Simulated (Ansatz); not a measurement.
Rock-salt SnTe (cubic form, which distorts at low temperature): LDA at its full settings (plane-wave cutoff 520 eV, 10×10×10 k mesh, Fermi–Dirac smearing 0.01 eV, scalar-relativistic PAW data made under PBE) and at cheaper ones, in a cell of 2 atoms with Γ-centred meshes.

| level and setting | equilibrium lattice constant a (Å) | bulk modulus B0 (GPa) |
|---|---|---|
| LDA (Ansatz) | 6.235 | 50.6 |
| LDA (4×4×4 k mesh) (Ansatz) | 6.206 | 54.0 |

Largest shifts from the full settings: lattice constant a -0.47 % (LDA (4×4×4 k mesh)), against a difference of -1.28 % of the full result from the reference 6.316 Å (measured, room temperature, no zero-point or thermal correction; as tabulated in Maiti et al. (2022), arXiv:2109.01420); bulk modulus +6.7 % (LDA (4×4×4 k mesh)), against a difference of +34 % of the full result from the reference 37.8 GPa (measured, temperature not stated, no zero-point or thermal correction; as tabulated in Toher et al. (2017), arXiv:1611.05714).

Caveats: symmetry holds this phase in the static calculation, where it need not be a minimum (LDA, LDA (4×4×4 k mesh)). Ansatz's density-functional and Hartree–Fock values are scalar-relativistic unless marked +SOC, with PAW data made under PBE.

Run with cheap settings on purpose, which may leave them unconverged: LDA (4×4×4 k mesh).

Ansatz is a quantum-chemistry and plane-wave program.
